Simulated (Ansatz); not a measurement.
**CP radical: small, medium and large basis sets**

An exercise on one series of results from a longer session: the logs are not shown, and one member is left open.

Computed with Ansatz 0.2.0, Gaussian basis. Level: one geometry, several basis sets.

Plan: PBE0-D4/def2-SVP; ωB97M-V/def2-SVP; PBE0-D4/def2-QZVPP; ωB97M-V/def2-QZVPP; CCSD(T)/cc-pV(D+d)Z; CCSD(T)/cc-pV(T+d)Z; CCSD(T)/cc-pV(Q+d)Z; the functionals' def2-TZVPP values are taken from earlier runs.

## Structure used throughout

An earlier PBE0-D4 in a triple-zeta def2 set relaxation fixed the geometry.

SMILES `[C]#P`, 2 atoms, charge 0, spin multiplicity 2.

Atoms are counted from 1 here; the program's logs count them from 0.

Bond lengths: C1–P2 1.550 Å.

Geometry (Å):

```xyz
2
charge 0, multiplicity 2
C    -0.65813    0.23775   -0.33282
P     0.65813   -0.23775    0.33282
```

Set-up of the first run:

in.yaml reads:

```yaml
crystal:
  periodic: [false, false, false]
  atoms:
    - {symbol: C, position_ang: [-0.658126, 0.237753, -0.332822]}
    - {symbol: P, position_ang: [0.658126, -0.237753, 0.332822]}
basis:
  gaussian: {orbitals: def2-SVP}
magnetization: {spin_polarized: true, initial_magnetization: 1}
hamiltonian: {xc: pbe0, dispersion: d4}
output: {orbitals: {seedname: orbitals}}
```

Command:

```sh
$ ansatz run in.yaml --threads 2 --pin off --events-out ev --progress --plain --max-ram 32768MiB --backend cpu
```

Steps of the session up to this table: PBE0-D4 in def2-SVP; ωB97M-V in def2-SVP; PBE0-D4 in def2-QZVPP; ωB97M-V in def2-QZVPP.

One table of the session follows, with a row left open; its other results are not shown here.

It belongs to the step «Functionals by basis». 

```
functional       basis  HOMO (eV)  LUMO (eV)
   PBE0-D4    def2-SVP      -8.23      -4.38
   PBE0-D4  def2-TZVPP      -8.26      -4.46
   PBE0-D4  def2-QZVPP      -8.27      -4.47
   ωB97M-V    def2-SVP     -10.25      -2.37
   ωB97M-V  def2-TZVPP          ?          ?
   ωB97M-V  def2-QZVPP     -10.33      -2.59
```

**Question.** Estimate the row for ωB97M-V, def2-TZVPP.

The run gave: HOMO (eV): -10.31; LUMO (eV): -2.57. In the column «HOMO (eV)» it lies between ωB97M-V, def2-QZVPP (-10.33) and ωB97M-V, def2-SVP (-10.25).
